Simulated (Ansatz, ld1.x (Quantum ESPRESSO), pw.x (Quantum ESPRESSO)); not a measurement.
What a changed setting does to a pw.x run (fcc Tc)

Potential: PAW, ld1.x (Quantum ESPRESSO) 7.5, PBEsol; core [Ar] 3d10, reference 4s2 4p6 4d5 5s2 5p0; waves: 4s (bound): rcut 1.35, rcutus 1.60 bohr; 5s (bound): rcut 1.35, rcutus 1.60 bohr; 4p (bound): rcut 1.65, rcutus 2.10 bohr; 5p (bound, empty): rcut 1.65, rcutus 2.10 bohr; 4d (bound): rcut 1.55, rcutus 2.15 bohr; 4d channel at 0.65 Ry: rcut 1.55, rcutus 2.15 bohr; local part: all-electron potential smoothed inside 1.95 bohr (lloc = -2); core correction: Bessel-smoothed model core, default radius (core density twice the valence density); augmentation: BESSEL, radius 1.10 bohr.

The reference run (k-mesh 15³, cutoffs 55/440 Ry, Fermi–Dirac 0.01 Ry, mixing_beta 0.4, conv_thr 1e-9, no spin) gives 2.31 GPa at 14.097 Å³/atom, where all-electron LAPW gives -0.35 GPa. This run, with its own iteration cap, changes ecutrho/ecutwfc to 2.

```
&control
  calculation='scf', prefix='x', pseudo_dir='./', outdir='./tmp', tstress=.true., disk_io='none'
/
&system
  ibrav=0, nat=1, ntyp=1, ecutwfc=55, ecutrho=110, nbnd=15,
  occupations='smearing', smearing='fd', degauss=0.01
/
&electrons
  conv_thr=1e-09, mixing_beta=0.4, electron_maxstep=60
/
ATOMIC_SPECIES
Tc 1.0 Tc.UPF
CELL_PARAMETERS angstrom
  0.00000000 1.91733898 1.91733898
  1.91733898 0.00000000 1.91733898
  1.91733898 1.91733898 0.00000000
ATOMIC_POSITIONS crystal
Tc 0.0000 0.0000 0.0000
K_POINTS automatic
15 15 15 0 0 0
```

```bash
pw.x < Tc.scf.in > Tc.scf.out
```

How does the run end?

It converges in 12 iterations; the free energy moves by -15.01 eV/atom and the pressure by +613.44 GPa. Below 4 the density is truncated and F is no longer variational, so a small shift in one case is no licence.

```
Message from routine set_cutoff:
     ecutrho < 4*ecutwfc, are you sure?
     Message from routine setup:
     using ibrav=0 with symmetry is DISCOURAGED, use correct ibrav instead
     lattice parameter (alat)  =       5.1240  a.u.
     unit-cell volume          =      95.1313 (a.u.)^3
     number of electrons       =        15.00
     number of Kohn-Sham states=           15
     kinetic-energy cutoff     =      55.0000  Ry
     charge density cutoff     =     110.0000  Ry
     scf convergence threshold =      1.0E-09
     Exchange-correlation= SLA  PW   PSX  PSC
     number of k points=   120  Fermi-Dirac smearing, width (Ry)=  0.0100
     iteration #  1     ecut=    55.00 Ry     beta= 0.40
     total energy              =    -392.90394301 Ry
     estimated scf accuracy    <       0.30348928 Ry
     iteration #  2     ecut=    55.00 Ry     beta= 0.40
     total energy              =    -392.91492340 Ry
     estimated scf accuracy    <       0.05016490 Ry
     iteration #  3     ecut=    55.00 Ry     beta= 0.40
     total energy              =    -392.91681191 Ry
     estimated scf accuracy    <       0.00371631 Ry
     iteration #  4     ecut=    55.00 Ry     beta= 0.40
     total energy              =    -392.91721187 Ry
     estimated scf accuracy    <       0.00001709 Ry
     iteration #  5     ecut=    55.00 Ry     beta= 0.40
     total energy              =    -392.91725329 Ry
     estimated scf accuracy    <       0.00000492 Ry
     iteration #  6     ecut=    55.00 Ry     beta= 0.40
     total energy              =    -392.91726587 Ry
     estimated scf accuracy    <       0.00004466 Ry
     iteration #  7     ecut=    55.00 Ry     beta= 0.40
     total energy              =    -392.91726998 Ry
     estimated scf accuracy    <       0.00001444 Ry
     iteration #  8     ecut=    55.00 Ry     beta= 0.40
     total energy              =    -392.91727137 Ry
     estimated scf accuracy    <       0.00000162 Ry
     iteration #  9     ecut=    55.00 Ry     beta= 0.40
     total energy              =    -392.91727168 Ry
     estimated scf accuracy    <          9.6E-09 Ry
     iteration # 10     ecut=    55.00 Ry     beta= 0.40
     total energy              =    -392.91727181 Ry
     estimated scf accuracy    <       0.00000001 Ry
     iteration # 11     ecut=    55.00 Ry     beta= 0.40
     total energy              =    -392.91727182 Ry
     estimated scf accuracy    <          5.5E-09 Ry
     iteration # 12     ecut=    55.00 Ry     beta= 0.40
     the Fermi energy is    22.1337 ev
!    total energy              =    -392.91727183 Ry
     estimated scf accuracy    <          1.7E-10 Ry
     smearing contrib. (-TS)   =      -0.00440600 Ry
     The total energy is F=E-TS. E is the sum of the following terms:
     one-electron contribution =     -18.04981249 Ry
     hartree contribution      =      27.88336360 Ry
     xc contribution           =     -91.02926471 Ry
     ewald contribution        =    -142.35772179 Ry
     one-center paw contrib.   =    -169.35943044 Ry
     convergence has been achieved in  12 iterations
          total   stress  (Ry/bohr**3)                   (kbar)     P=     6157.51
     Message from routine punch:
     Nothing written, as per user request (disk_io='none')
```

The run took about 10 s on one core of a shared host (Intel(R) Xeon(R) 6975P-C, 192 threads, 378 GiB, load 86).
